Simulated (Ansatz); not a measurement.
# CO (singlet): from Hartree-Fock to the top rungs, cc-pVTZ

One table from this session's results is given with a row withheld; the runs are named, their logs left out.

Computed with Ansatz 0.2.0, Gaussian basis. Level: cc-pVTZ, core rule «outside noble gas», up to 2 orbitals frozen.

The runs, in order: UHF; CCSD(T) on RHF; BCCD(T) on RHF; CISD; CCSDT(Q) on RHF; CCSDTQ on RHF; CASSCF and MRCISD+Q, 10 electrons in 8 orbitals; CASSCF and NEVPT2, 10 electrons in 8 orbitals.

9 further runs of the same task are left out: 9 set aside as unsound or not needed.

**What is computed**

The geometry is an MP2(full)/6-31G* stationary point (not a proven minimum).

2 atoms, charge 0, spin multiplicity 1.

Atoms are counted from 1 here; the program's logs count them from 0.

Bond lengths: O1–C2 1.150 Å.

As a file:

```xyz
2
charge 0, multiplicity 1
O     0.0000    0.0000    0.0000
C     0.0000    0.0000    1.1503
```

The first run:

in.yaml

```yaml
crystal:
  periodic: [false, false, false]
  atoms:
    - {symbol: O, position_ang: [0.000000, 0.000000, 0.000000]}
    - {symbol: C, position_ang: [0.000000, 0.000000, 1.150340]}
basis:
  gaussian: {orbitals: cc-pVTZ}
magnetization: {spin_polarized: true, initial_magnetization: 0}
hamiltonian: {xc: hf}
output: {orbitals: {seedname: orbitals}}
```

The run is started by

```console
> ansatz run in.yaml --threads 1 --pin off --events-out ev --progress --plain --max-ram 3956MiB --backend cpu
```

Among the steps run: UHF; CCSD(T) on RHF; BCCD(T) on RHF; CISD; CCSDT(Q) on RHF; CCSDTQ on RHF; CASSCF and MRCISD+Q, 10 electrons in 8 orbitals; CASSCF and NEVPT2, 10 electrons in 8 orbitals.

One of the session's tables, all rows but one given; the rest of the session is left out.

| method | from RCCSDTQ (kcal/mol) |
| --- | --- |
| RHF | +238.25 |
| RMP2 | +13.14 |
| CISD | +26.92 |
| RCCSD | +11.78 |
| RCCSD(T) | ? |
| BCCD(T) | +0.64 |
| RCCSDT | +0.65 |
| RCCSDT(Q) | -0.10 |
| RCCSDTQ | 0 |
| CASSCF valence | +153.86 |
| NEVPT2 valence | +27.61 |
| MRCISD valence | +9.75 |
| MRCISD+Q valence | +1.72 |

Q: Estimate the row for RCCSD(T) from the others.

The run gave: from RCCSDTQ (kcal/mol): +0.73. In the column «from RCCSDTQ (kcal/mol)» it lies between RCCSDT (+0.65) and MRCISD+Q valence (+1.72).
